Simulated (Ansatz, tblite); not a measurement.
# The cluster La₄+: a ladder of methods and basis sets

One table from this session's results is given with a row withheld; the runs are named, their logs left out.

Computed with Ansatz 0.2.0, Gaussian basis. Level: as each input shows.

The runs, in order: GFN1-xTB, GFN2-xTB, PBE-D4/def2-TZVP, r2SCAN-D4/def2-TZVP, r2SCANh-D4/def2-TZVP, BHLYP-D4/def2-TZVP, B97M-V/def2-TZVP, PBE-QIDH/def2-TZVP, PBE-D4/def2-SVP, PBE0-D4/def2-SVP, CCSD(T)/def2-SVP, MP2/def2-TZVP, RPA/def2-TZVP.

2 further runs of the same task are left out: 2 that didn't finish. Runs told in other sessions of the task aren't counted.

### The relaxed structure

The doublet was relaxed beforehand with r2SCAN-D4/def2-SVP. At that level it is the lowest of the isomers that a small search found.

4 atoms, charge 1, spin multiplicity 2.

Bond lengths: La1–La2 3.548 Å, La1–La3 3.594 Å, La1–La4 3.410 Å, La2–La3 3.371 Å, La2–La4 3.547 Å, La3–La4 3.594 Å. Angles: La2–La1–La3 56.3°, La2–La1–La4 61.3°, La3–La1–La4 61.7°, La1–La2–La3 62.5°, La1–La2–La4 57.4°, La3–La2–La4 62.5°, La1–La3–La2 61.1°, La1–La3–La4 56.6°, La2–La3–La4 61.1°, La1–La4–La2 61.3°, La1–La4–La3 61.7°, La2–La4–La3 56.3°.

La takes a core potential in the def2 sets. No spin-orbit coupling is included. The ion is computed in the gas phase, without counter-ions or solvent.

PBE0-D4/def2-TZVP was run before; its log isn't repeated, and its numbers join the tables.

The first run:

Tight binding, by tblite at 300 K electronic temperature and without a spin-polarisation term:

```python
tblite.interface.Calculator('GFN1-xTB', numbers, positions, charge=1, uhf=1).singlepoint()
```

Tight binding, by tblite at 300 K electronic temperature and without a spin-polarisation term:

```python
tblite.interface.Calculator('GFN2-xTB', numbers, positions, charge=1, uhf=1).singlepoint()
```

start.molden holds the orbitals of an earlier run on this state, given as this run's starting guess.

Input file in.yaml:

```yaml
crystal:
  periodic: [false, false, false]
  atoms:
    - {symbol: La, position_ang: [-0.183447, -1.733481, -1.272246]}
    - {symbol: La, position_ang: [0.104690, 1.799543, -1.122876]}
    - {symbol: La, position_ang: [1.835093, 0.000101, 1.143050]}
    - {symbol: La, position_ang: [-1.756336, -0.066163, 1.252073]}
basis:
  gaussian: {orbitals: def2-TZVP, initial_orbitals: start.molden}
total_charge: 1
magnetization: {spin_polarized: true, initial_magnetization: 1}
hamiltonian: {xc: pbe, dispersion: d4}
scf: {omitted_lower_state_checks: [starts]}
output: {orbitals: {seedname: orbitals}}
```

Launch:

```bash
$ ansatz run in.yaml --threads 4 --pin off --events-out ev --progress --plain --max-ram 3916MiB
```

Steps of the session up to this table: PBE-D4/def2-TZVP; r2SCAN-D4/def2-TZVP; r2SCANh-D4/def2-TZVP; BHLYP-D4/def2-TZVP; B97M-V/def2-TZVP; PBE-QIDH/def2-TZVP; PBE-D4/def2-SVP; PBE0-D4/def2-SVP; CCSD(T)/def2-SVP; MP2/def2-TZVP; RPA/def2-TZVP.

One of the session's tables, all rows but one given; the rest of the session is left out.

It belongs to the step «Levels side by side». 

| level | HOMO (eV) | LUMO (eV) | gap (eV) |
| --- | --- | --- | --- |
| PBE-D4/def2-SVP | ? | ? | ? |
| PBE-D4/def2-TZVP | -6.34 | -6.02 | 0.32 |
| r2SCAN-D4/def2-TZVP | -6.39 | -5.68 | 0.70 |
| B97M-V/def2-TZVP | -6.33 | -6.04 | 0.29 |
| r2SCANh-D4/def2-TZVP | -6.59 | -5.39 | 1.20 |
| PBE0-D4/def2-SVP | -6.90 | -5.34 | 1.56 |
| PBE0-D4/def2-TZVP | -6.83 | -5.24 | 1.60 |
| BHLYP-D4/def2-TZVP | -7.18 | -4.30 | 2.88 |

**Question.** Estimate the row for PBE-D4/def2-SVP.

**Answer.** HOMO (eV): -6.41; LUMO (eV): -6.11; gap (eV): 0.31. In the column «HOMO (eV)» it lies between r2SCANh-D4/def2-TZVP (-6.59) and r2SCAN-D4/def2-TZVP (-6.39).

Caveats from the session: Doubts: large T1 diagnostic, spin contamination. Notes on CCSD(T)/def2-SVP: large T1 diagnostic, spin contamination.
